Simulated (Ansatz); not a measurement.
## A rate constant, worked out

An elementary step of Si2NH7, closed shell (Si₂H₄ ([SiH][SiH3]) + NH₃ → Si₂NH₇ ([NH2][SiH2][SiH3]); H–N broken or loosened, Si–H, Si–N formed or tightened). The start structure is the complex of the reactants, bound by 1.31 eV, and the electronic barrier above it is 1.681 eV by CCSD(T) at an estimated basis limit (MP2 extrapolated from triple and quadruple zeta, plus CCSD(T) − MP2 in triple zeta). Ansatz 0.2.0; basis: def2-TZVPP and def2-QZVPP; cores frozen in the correlated methods. Extrapolation: Hartree–Fock as exp(−7.88 √X), correlation as X^−2.97. Harmonic wavenumbers at PBE0-D4/def2-TZVP (Ansatz 0.2.0), in cm⁻¹:

Start: 105, 148, 157, 375, 406, 430, 470, 581, 683, 713, 871, 884, 926, 954, 1263, 1648, 1654, 2018, 2103, 2176, 2197, 3469, 3580, 3600.

Saddle: 1586i, 84, 126, 234, 397, 428, 493, 553, 608, 655, 701, 857, 877, 927, 944, 1142, 1528, 1893, 2162, 2186, 2206, 2213, 3500, 3649.

Work out the transition-state-theory rate constant at 300 K from these numbers alone (harmonic vibrations; rotation, path degeneracy and anharmonicity left out), and the Wigner tunnelling factor. Use 1 cm⁻¹ = 1.2398 × 10⁻⁴ eV and k_B = 8.617 × 10⁻⁵ eV/K.

Zero-point energies, half the sums: start 31411/2 cm⁻¹ = 1.9472 eV; saddle, real modes only, 28363/2 cm⁻¹ = 1.7583 eV.
Barrier with zero-point energy: 1.681 + 1.7583 − 1.9472 = 1.4921 eV.
k_BT = 0.02585 eV, so the barrier is 57.72 k_BT.
Vibrational partition functions from the zero-point level, ln q = −Σ ln(1 − exp(−hν/k_BT)): start 3.013, saddle 2.953.
k = (k_BT/h) exp(ln q‡ − ln q) exp(−E0/k_BT), with log₁₀(k_BT/h in s⁻¹) = 12.80: log₁₀ k = 12.80 + (-0.060 − 57.72)/2.3026 = -12.29, so k ≈ 5 × 10^(-13) s⁻¹.
Wigner factor: 1 + (hν‡/k_BT)²/24 = 1 + (7.61)²/24 = 3.41, too large for this simple formula to be trusted. A change of 1 kcal/mol (0.043 eV) in the barrier would change k by a factor of 5.4 at this temperature.

No T1 diagnostic of these runs exceeds 0.015. The restricted Hartree–Fock reference is unstable towards an unrestricted one at one or more of these structures.

Losses and insertions of silylenes and their heavier kin drive the gas-phase chemistry of silicon and germanium vapour deposition.

Labels in which every atom is bracketed show which atoms are joined, not bond orders.

For scale, one of the runs: CCSD(T)/def2-TZVPP, 213 basis functions, launched by `ansatz run in.yaml --threads 2 --pin off --events-out ev --progress --plain --max-ram 4352MiB`. Time: 64 s of wall clock on 2 CPU threads of an Arm Neoverse V1; the host was shared. Peak host memory: 2.8 GiB.
